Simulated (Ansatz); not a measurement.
A nudged elastic band was laid between two geometries of C3H7N (11 atoms, charge 0, multiplicity 1).

The calculation used RKS B3LYP-D4/STO-3G (Ansatz).

| Property | Result |
| --- | --- |
| movable images | 5 |
| climbing image | yes |
| spring | 5.0 eV/Å² |
| optimiser | quadratic models (default) |
| start path | IDPP |
| force threshold | 0.05 eV/Å |
| iteration limit | 60 |
| end points | relaxed |

First end point:

```xyz
11
Properties=species:S:1:pos:R:3
C -0.349 1.436 -0.140
C 0.071 0.157 -0.117
C -0.184 -0.796 1.062
N 0.914 -0.417 -1.157
H -0.152 2.090 -0.993
H -0.893 1.866 0.703
H -0.748 -1.685 0.733
H 0.772 -1.142 1.489
H -0.760 -0.287 1.848
H 0.789 0.125 -2.051
H 0.606 -1.405 -1.356
```

Last end point:

```xyz
11
Properties=species:S:1:pos:R:3
C -0.858 1.085 -0.534
C 0.034 0.168 -0.116
C -0.223 -0.787 1.061
N 1.380 0.068 -0.662
H -0.646 1.752 -1.374
H -1.822 1.204 -0.035
H -1.221 -0.610 1.487
H -0.163 -1.839 0.733
H 0.533 -0.636 1.850
H 1.401 0.484 -1.629
H 1.650 -0.945 -0.761
```

**Question.** What changes between the two ends?

**Answer.** No bond is made or broken. The dihedral C1–C2–C3–H9 goes from 1 to -120°. The two ends are copies of one structure, up to a mirror image or an exchange of like atoms.

**Question.** Give the energies along the band, and the barrier.

**Answer.** It converged. The highest image is number 3 of 0 to 6, 4.8 kJ/mol above the ends, which have the same energy within 2 meV. A vibrational analysis at the climbing image gives one clearly imaginary mode, 147i cm⁻¹: a first-order saddle point. Limits of this set-up: minimal basis.

| image | path coordinate (Å) | energy (kJ/mol) | dihedral C1–C2–C3–H9 (°) |
| --- | --- | --- | --- |
| 0 | 0.00 | 0.0 | 1 |
| 1 | 0.56 | 1.2 | -19 |
| 2 | 1.13 | 3.6 | -39 |
| 3 | 1.69 | 4.8 | -59 |
| 4 | 2.26 | 3.5 | -79 |
| 5 | 2.83 | 1.1 | -99 |
| 6 | 3.40 | 0.0 | -120 |

**Question.** What is the geometry of the highest image?

**Answer.** 
```xyz
11
Properties=species:S:1:pos:R:3
C -0.757 1.200 -0.408
C 0.048 0.161 -0.118
C -0.200 -0.787 1.073
N 1.294 -0.092 -0.829
H -0.560 1.861 -1.257
H -1.629 1.428 0.208
H -1.172 -1.297 0.971
H 0.591 -1.549 1.135
H -0.210 -0.226 2.021
H 1.257 0.369 -1.775
H 1.403 -1.126 -0.999
```

**Question.** What are the harmonic wavenumbers there?

**Answer.** 147i, 348, 407, 455, 502, 730, 807, 880, 902, 1052, 1101, 1141, 1261, 1460, 1563, 1577, 1670, 1678, 1805, 1861, 3307, 3404, 3465, 3481, 3549, 3559, 3746 cm⁻¹.

Time of the run: 73 s on 1 thread of Arm Neoverse N1, with other jobs on the host, peak memory 0.092 GiB.
